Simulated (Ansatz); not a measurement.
**Molecular dynamics of AlClH4**

Input file:

```yaml
crystal:
  periodic: [false, false, false]
  atoms:
    - { symbol: Al, position_ang: [0.017964, -0.377709, -0.144348] }
    - { symbol: Cl, position_ang: [0.012912, -0.011712, 2.3926] }
    - { symbol: H, position_ang: [1.409468, 0.161602, -0.655211] }
    - { symbol: H, position_ang: [-1.401954, 0.087016, -0.650332] }
    - { symbol: H, position_ang: [0.060829, -1.893742, 0.511242] }
    - { symbol: H, position_ang: [0.04468, -1.231055, 1.711049] }
basis:
  gaussian: { orbitals: def2-SVP }
hamiltonian:
  xc: b3lyp
md:
  timestep: 0.5
  n_steps: 200
  ensemble: nve
  temperature: 100.0
  initial_velocities: maxwell_boltzmann
  seed: 5502
```

Command:

```bash
$ ansatz run input.yaml --threads 1 --pin off --max-ram 2048MiB --backend cpu --events-out ev --progress --plain --runs-dir out
```

It starts at the highest image of a converged band, a first-order saddle point between two minima.

Output, in part (one step line in 7, the closing report, with atoms numbered from 0):

```
md step     0: t =     0.00 fs  T =   100.0 K  F+E_penalty+E_count = -19179.18671315 eV  E_kin = 0.051704 eV  conserved = -19179.13500916 eV  (20 SCF iters)
md step     7: t =     3.50 fs  T =    42.2 K  F+E_penalty+E_count = -19179.15661328 eV  E_kin = 0.021833 eV  conserved = -19179.13478028 eV  (20 SCF iters)
md step    14: t =     7.00 fs  T =    58.1 K  F+E_penalty+E_count = -19179.16490888 eV  E_kin = 0.030021 eV  conserved = -19179.13488794 eV  (20 SCF iters)
md step    21: t =    10.50 fs  T =    53.2 K  F+E_penalty+E_count = -19179.16243020 eV  E_kin = 0.027507 eV  conserved = -19179.13492361 eV  (23 SCF iters)
md step    28: t =    14.00 fs  T =    24.8 K  F+E_penalty+E_count = -19179.14761631 eV  E_kin = 0.012843 eV  conserved = -19179.13477300 eV  (20 SCF iters)
md step    35: t =    17.50 fs  T =    77.8 K  F+E_penalty+E_count = -19179.17521418 eV  E_kin = 0.040207 eV  conserved = -19179.13500760 eV  (23 SCF iters)
md step    42: t =    21.00 fs  T =    22.9 K  F+E_penalty+E_count = -19179.14658277 eV  E_kin = 0.011843 eV  conserved = -19179.13474000 eV  (20 SCF iters)
md step    49: t =    24.50 fs  T =    77.6 K  F+E_penalty+E_count = -19179.17512982 eV  E_kin = 0.040118 eV  conserved = -19179.13501143 eV  (24 SCF iters)
md step    56: t =    28.00 fs  T =    30.2 K  F+E_penalty+E_count = -19179.15039665 eV  E_kin = 0.015634 eV  conserved = -19179.13476277 eV  (19 SCF iters)
md step    63: t =    31.50 fs  T =    62.7 K  F+E_penalty+E_count = -19179.16739777 eV  E_kin = 0.032422 eV  conserved = -19179.13497597 eV  (24 SCF iters)
md step    70: t =    35.00 fs  T =    51.2 K  F+E_penalty+E_count = -19179.16132164 eV  E_kin = 0.026491 eV  conserved = -19179.13483087 eV  (20 SCF iters)
md step    77: t =    38.50 fs  T =    70.0 K  F+E_penalty+E_count = -19179.17111426 eV  E_kin = 0.036173 eV  conserved = -19179.13494161 eV  (24 SCF iters)
md step    84: t =    42.00 fs  T =    69.6 K  F+E_penalty+E_count = -19179.17077093 eV  E_kin = 0.035980 eV  conserved = -19179.13479055 eV  (19 SCF iters)
md step    91: t =    45.50 fs  T =    97.5 K  F+E_penalty+E_count = -19179.18544125 eV  E_kin = 0.050427 eV  conserved = -19179.13501391 eV  (23 SCF iters)
md step    98: t =    49.00 fs  T =    70.5 K  F+E_penalty+E_count = -19179.17120251 eV  E_kin = 0.036447 eV  conserved = -19179.13475538 eV  (19 SCF iters)
md step   105: t =    52.50 fs  T =   130.3 K  F+E_penalty+E_count = -19179.20246057 eV  E_kin = 0.067360 eV  conserved = -19179.13510035 eV  (23 SCF iters)
md step   112: t =    56.00 fs  T =   102.2 K  F+E_penalty+E_count = -19179.18763288 eV  E_kin = 0.052863 eV  conserved = -19179.13476974 eV  (20 SCF iters)
md step   119: t =    59.50 fs  T =   159.1 K  F+E_penalty+E_count = -19179.21718867 eV  E_kin = 0.082249 eV  conserved = -19179.13493978 eV  (23 SCF iters)
md step   126: t =    63.00 fs  T =   177.4 K  F+E_penalty+E_count = -19179.22666803 eV  E_kin = 0.091728 eV  conserved = -19179.13494013 eV  (24 SCF iters)
md step   133: t =    66.50 fs  T =   187.4 K  F+E_penalty+E_count = -19179.23163866 eV  E_kin = 0.096917 eV  conserved = -19179.13472130 eV  (24 SCF iters)
md step   140: t =    70.00 fs  T =   251.3 K  F+E_penalty+E_count = -19179.26507213 eV  E_kin = 0.129930 eV  conserved = -19179.13514259 eV  (23 SCF iters)
md step   147: t =    73.50 fs  T =   212.2 K  F+E_penalty+E_count = -19179.24446263 eV  E_kin = 0.109727 eV  conserved = -19179.13473559 eV  (20 SCF iters)
md step   154: t =    77.00 fs  T =   274.5 K  F+E_penalty+E_count = -19179.27692263 eV  E_kin = 0.141907 eV  conserved = -19179.13501589 eV  (23 SCF iters)
md step   161: t =    80.50 fs  T =   269.8 K  F+E_penalty+E_count = -19179.27458012 eV  E_kin = 0.139501 eV  conserved = -19179.13507935 eV  (23 SCF iters)
md step   168: t =    84.00 fs  T =   224.7 K  F+E_penalty+E_count = -19179.25093678 eV  E_kin = 0.116191 eV  conserved = -19179.13474608 eV  (20 SCF iters)
md step   175: t =    87.50 fs  T =   253.0 K  F+E_penalty+E_count = -19179.26596422 eV  E_kin = 0.130799 eV  conserved = -19179.13516515 eV  (25 SCF iters)
md step   182: t =    91.00 fs  T =   184.4 K  F+E_penalty+E_count = -19179.23017133 eV  E_kin = 0.095335 eV  conserved = -19179.13483599 eV  (20 SCF iters)
md step   189: t =    94.50 fs  T =   171.0 K  F+E_penalty+E_count = -19179.22327135 eV  E_kin = 0.088416 eV  conserved = -19179.13485571 eV  (20 SCF iters)
md step   196: t =    98.00 fs  T =   164.1 K  F+E_penalty+E_count = -19179.21987977 eV  E_kin = 0.084826 eV  conserved = -19179.13505407 eV  (25 SCF iters)
md step   200: t =   100.00 fs  T =   136.7 K  F+E_penalty+E_count = -19179.20557535 eV  E_kin = 0.070702 eV  conserved = -19179.13487329 eV  (21 SCF iters)
Total energy: -19179.20581556 eV, -704.8228135891 hartree
Atom 0 at     0.020845    -0.421900    -0.350987 Å, force    -0.547390    -0.168274     0.098133 eV/Å
Atom 1 at     0.009985     0.005831     2.523629 Å, force    -0.087882     0.916955    -0.482763 eV/Å
Atom 2 at     1.334414     0.389099    -0.515431 Å, force     0.472759     0.194584    -0.047781 eV/Å
Atom 3 at    -1.353152     0.383631    -0.555161 Å, force     0.126317    -0.204095     0.051779 eV/Å
Atom 4 at     0.055914    -2.020021    -0.284004 Å, force    -0.037117     0.140746     0.017885 eV/Å
Atom 5 at     0.101665    -1.062972     3.194413 Å, force     0.073313    -0.879917     0.362747 eV/Å
Dipole moment:     0.030361    -0.205462     0.533919 e Å
```

The run went to its last step. The conserved energy stayed within 0.064 meV per atom of its start (net change 0.023 meV per atom), so the integration is sound. The kinetic energy rose, since the run started high on the potential surface and went downhill. It ends in pieces (AlH3 + ClH), so much of that is their flight and rotation, not heat. A run of 0.1 ps of so small a system gives no equilibrium averages. The orbitals stay closed-shell, which can raise the energy where a bond breaks towards radicals; this wasn't checked here.

Between its relaxed ends the band would form Al1–H5, Cl2–H6 and break H5–H6. These pairs go: Al1–H5 1.65 → 1.60 Å, Cl2–H6 1.40 → 1.27 Å, H5–H6 1.37 → 3.61 Å. In the last frame they stand as after the step (other bonds may differ from the relaxed reactants and products). Also parted: Al1–Cl2 2.56 → 2.91 Å. It ends as AlH3 + ClH by the count below, though a long contact still joins these pieces: Al1–Cl2, 2.91 Å. Pairs count as bonded within 1.25 times the sum of covalent radii (0.12 Å more for H–H).

Last frame:

```xyz
6
Properties=species:S:1:pos:R:3
Al 0.021 -0.422 -0.351
Cl 0.010 0.006 2.524
H 1.334 0.389 -0.515
H -1.353 0.384 -0.555
H 0.056 -2.020 -0.284
H 0.102 -1.063 3.194
```

The run took 4.6 min on 1 thread of Arm Neoverse V1, on a shared host, peak memory 0.1 GiB.
